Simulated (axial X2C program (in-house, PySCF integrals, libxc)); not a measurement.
**Working with the constants of PF⁺**

A bond curve at the CCSD(T) level, with spin–orbit coupling, was computed with an axial X2C code built on PySCF integrals (basis P dyall-v3z [8s7p2d1f], F dyall-av3z [7s6p3d2f] (cores contracted in-house)) for the state Ω = 1/2 (⟨Sz⟩ = -0.50, ⟨Lz⟩ = 1.00 at HF). Its fit gives Re = 1.5240 Å, ωe = 1030.8 cm⁻¹, ωexe = 4.82 cm⁻¹ and αe = 4.427e-03 cm⁻¹; the masses are 30.9738 and 18.9984 u. Two-component means X2C with spin–orbit coupling and atomic mean-field Coulomb and Gaunt terms.

Correlated methods: 11 electrons correlated (number of frozen shells: P 2 s, 1 p; F 1 s), 167 virtual spin orbitals or spinors in MP2, 90 natural virtuals in coupled cluster.

Find the reduced mass, Be and the force constant.

From the CCSD(T) values: μ = 11.7756 u. Be = 16.8576/(μ Re²) = 0.6164 cm⁻¹. k = 5.8918×10⁻⁷ μ ωe² = 7.37 mdyn/Å.

Estimate De from a Morse curve and compare with the computed well depth of 5.276 eV to P+ + F.

De(Morse) = ωe²/(4ωexe) = 6.833 eV against 5.276 eV computed, a ratio of 1.30. The extrapolation overshoots: the well softens faster than a Morse curve, or the lowest atomic limit lies below the one to which the curve heads.

Estimate the centrifugal constant by the Kratzer relation.

D = 4Be³/ωe² = 8.82e-07 cm⁻¹.

Where do the fundamental and the first overtone lie?

ν(1←0) = ωe − 2ωexe = 1021.2 cm⁻¹; ν(2←0) = 2ωe − 6ωexe = 2032.7 cm⁻¹.

A Morse curve ties αe to the other constants (Pekeris). How well does that hold?

αe(Morse) = 6Be²/ωe × (√(ωexe/Be) − 1) = 3.973e-03 cm⁻¹; the CCSD(T) curve gives 4.427e-03 cm⁻¹, a ratio of 0.90.

The state is a single determinant with fixed occupations, the lowest that a limited PBE0 search found. Dissociation energies refer to the lowest single-determinant-based atoms at the same level and basis. CCSD and (T) use frozen natural virtuals with an MP2 correction for the truncation; (T) itself is uncorrected, so its De runs slightly low. In 2c an atomic determinant is not the ground J level, so De misses part of the atomic spin–orbit lowering. This holds for CCSD(T).
